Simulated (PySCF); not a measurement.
# Si–BH2⁺, quintet: reading a ladder of total energies

Geometry: that of the Si–BH2, quartet, kept fixed.

```tsv
atom	x (Å)	y (Å)	z (Å)
Si	0.0000	0.0000	0.6500
B	0.0000	0.0000	-1.3428
H	0.0000	-1.0760	-1.8539
H	0.0000	1.0760	-1.8539
```

Basis 6-31G; PySCF 2.14.0. Only valence electrons are correlated (noble-gas cores frozen), which leaves 8 electrons in 20 orbitals. R marks a restricted (for open shells ROHF) determinant, U an unrestricted one.

Full CI is exact within this basis and frozen core; it isn't the basis-set limit. The frozen core follows each run's orbitals, which can shift R against U totals by a few meV.

Restricted and unrestricted runs freeze slightly different cores, so the step to full CI, which has another core, is uncertain by up to 0.1 kcal/mol.

| level | total energy (hartree) |
| --- | --- |
| UHF | -314.198502 |
| UMP2 | -314.250203 |
| UCCSD | -314.271327 |
| UCCSD(T) | -314.272935 |
| UCCSDT | -314.273810 |
| full CI | -314.273876 |

Question: What is the correlation energy at full CI, and what share of it do UMP2 and UCCSD recover?

Answer: E(corr) = -314.273876 − (-314.198502) = -0.075374 hartree = -2.051 eV. UMP2: -0.051701 / -0.075374 = 68.59 %. UCCSD: -0.072825 / -0.075374 = 96.62 %.

Question: By how many kcal/mol does UCCSD(T) miss full CI (1 hartree = 627.509 kcal/mol), and which steps make up the rest?

Answer: -314.272935 − (-314.273876) = 0.000941 hartree = 0.59 kcal/mol. Steps: UCCSDT − UCCSD(T) = -0.55, full CI − UCCSDT = -0.04 kcal/mol. That is within 1 kcal/mol of the reference in this basis, which itself misses far more of the correlation at the basis-set limit.
